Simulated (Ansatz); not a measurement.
Reading a saddle point

A first-order saddle point of CH$_{5}$BO, closed shell, PBE0-D4/def2-TZVP, with one imaginary mode of 1698i cm⁻¹:

```xyz
8
angstrom
B 0.1788 -0.3849 -0.4114
H 0.0349 0.5187 -1.5518
O 0.6042 -1.4757 -0.9448
H 0.3622 -0.4119 -1.7345
C -0.2202 0.3071 0.9141
H -0.1105 -0.3895 1.7487
H 0.4076 1.1827 1.1015
H -1.2569 0.6535 0.8781
```

Computed with Ansatz 0.2.0 (basis: def2-TZVPP and def2-QZVPP); correlated methods freeze the cores. Extrapolation: Hartree–Fock as exp(−7.88 √X), correlation as X^−2.97.

Problem. Which contacts change along the imaginary mode, and what lies on either side? (Judge from chemistry; the calculation decides.)

Solution. Computed: The step is CH₅BO ([CH3][BH][OH]) → CH₃BO ([CH3][B][O]) + H₂, with the molecules in contact on both sides. Shortening one way: H2–H4; lengthening the same way: B1–H2, O3–H4.
```json
{"pair": "H2–H4", "one side (Å)": "2.32", "saddle (Å)": "1.00", "other side (Å)": "0.75"}
{"pair": "B1–H2", "one side (Å)": "1.21", "saddle (Å)": "1.46", "other side (Å)": "3.39"}
{"pair": "O3–H4", "one side (Å)": "0.96", "saddle (Å)": "1.35", "other side (Å)": "2.97"}
```

Problem. Which side is lower, and how far does the saddle lie above each? (An estimate is asked for; the value comes from the calculation.)

Solution. By the calculation: The side with B1–H2, O3–H4 short is lower by 12.48 kcal/mol; the saddle lies 59.24 kcal/mol above it and 46.76 kcal/mol above the other (CCSD(T) at an estimated basis limit (MP2 extrapolated from triple and quadruple zeta, plus CCSD(T) − MP2 in triple zeta); electronic energies).

No T1 diagnostic of these runs exceeds 0.017.

Labels in which every atom is bracketed show which atoms are joined, not bond orders.

For scale, one of the runs: CCSD(T)/def2-TZVPP, 163 basis functions, launched by `ansatz run in.yaml --threads 2 --pin off --events-out ev --progress --plain --max-ram 4352MiB`. Time: 20 s of wall clock on 2 CPU threads of an Arm Neoverse V2; the host was shared. Peak host memory: 1.3 GiB.
